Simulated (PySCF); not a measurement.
Level of theory: B3LYP-D3(BJ)/def2-TZVP // PBE0-D4/def2-TZVP (PySCF 2.14.0). All species are isolated molecules in the gas phase. B3LYP has the VWN-RPA correlation part, as in Gaussian. Excitations are Tamm–Dancoff values on a coarser integration grid. The basis has no diffuse functions, so Rydberg states are missing or too high.

Reference species (SMILES): `N#N` (neutral, multiplicity 1).

| Item | Result |
|---|---|
| HOMO–LUMO gap | 11.13 eV |
| T1 excitation (TDA) | 7.76 eV |

Changed species: `[C-]#[NH+]`.

Problem. Give the shifts of the HOMO–LUMO gap and T1 excitation (TDA).

Solution. the HOMO–LUMO gap falls by 2.06 eV, to 9.07 eV; the T1 excitation (TDA) decreases by 1.87 eV, to 5.89 eV.
